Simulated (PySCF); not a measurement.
Compound: 1-cyano propargyl radical, C4H2N (doublet state).
Atom-mapped SMILES: `[CH:1]#[C:2][CH:3][C:4]#[N:5]` (hydrogens: H6 on C1; H7 on C3)

Cartesian coordinates in Å at the PBE0-D3(BJ)/def2-SVP level; atoms count from 1:
```xyz
7
C4H2N angstrom
C      1.8776   -0.4517    0.2949
C      0.7554    0.0131    0.1311
C     -0.5036    0.5533   -0.0621
C     -1.6815   -0.1369    0.2679
N     -2.6684   -0.6979    0.5342
H      2.8586   -0.8673    0.4419
H     -0.6043    1.5582   -0.4871
```

Computed, not measured: UKS B3LYP, IGLO-III on C N, pcH-1 on H, non-relativistic, mean-field spin-orbit, GIAO (PySCF). Geometry: PBE0-D3(BJ)/def2-SVP; no solvent, vibrations or thermal averaging. Stability of the SCF solution: not tested. ⟨S²⟩ is 0.775 where a pure state has 0.75.

Principal values of hyperfine tensors in MHz (contact and dipolar terms together), for some of the nuclei:

| atom | isotope | A1 | A2 | A3 |
| --- | --- | --- | --- | --- |
| C3 | 13C | 3.23 | 4.23 | 162.69 |
| H7 | 1H | -74.73 | -52.27 | -25.45 |
| C4 | 13C | -66.19 | -50.67 | -32.76 |
| H6 | 1H | -55.59 | -40.94 | -19.34 |
| C1 | 13C | -1.50 | 9.05 | 106.55 |
| N5 | 14N | -7.04 | -3.43 | 30.93 |

(1) Give the isotropic coupling of each nucleus in MHz and in mT (g = 2.0030), and the anisotropic part.

(2) What spin density at the nucleus of C4 lies behind its contact coupling (g_N = 1.40482)?

(3) C2 (13C, g_N = 1.40482) isn't in the table. Its spin density at the nucleus is -0.05277 bohr⁻³. What is its contact coupling?

(4) Name the largest traceless tensor T of the table and describe it.

(5) What first-order splitting does C3 cause when the field lies along A1, A2 or A3 of its tensor (g taken as isotropic, no quadrupole term)?

Answers

(1) a_iso is a third of the trace, T = A − a_iso, and a(mT) = a(MHz)/(g × 13.996).

```json
{"atom": "C3", "a_iso (MHz)": "56.72", "a_iso (mT)": "2.023", "T1": "-53.48", "T2": "-52.49", "T3": "105.97"}
{"atom": "H7", "a_iso (MHz)": "-50.82", "a_iso (mT)": "-1.813", "T1": "-23.91", "T2": "-1.45", "T3": "25.37"}
{"atom": "C4", "a_iso (MHz)": "-49.87", "a_iso (mT)": "-1.779", "T1": "-16.32", "T2": "-0.80", "T3": "17.12"}
{"atom": "H6", "a_iso (MHz)": "-38.62", "a_iso (mT)": "-1.378", "T1": "-16.97", "T2": "-2.31", "T3": "19.28"}
{"atom": "C1", "a_iso (MHz)": "38.03", "a_iso (mT)": "1.357", "T1": "-39.53", "T2": "-28.99", "T3": "68.52"}
{"atom": "N5", "a_iso (MHz)": "6.82", "a_iso (mT)": "0.243", "T1": "-13.86", "T2": "-10.25", "T3": "24.11"}
```

(2) a_FC = 800.24 MHz bohr³ × g_N × ρ(0)/(2S). With a_FC = -49.87 MHz and 2S = 1, ρ(0) = -0.04436 bohr⁻³.

(3) By the same relation, a_FC = -59.3 MHz. Its full tensor has the principal values -77.33, -61.14, -39.50 MHz.

(4) C3: -53.5, -52.5, 106.0 MHz, axial, in the ratio −1:−1:+2, the form that spin in one p orbital centred on that nucleus gives.

(5) 2 lines (I = 1/2), spaced by |A_i|/(g × 13.996): 0.12, 0.15, 5.80 mT along the axes of A1, A2 and A3.
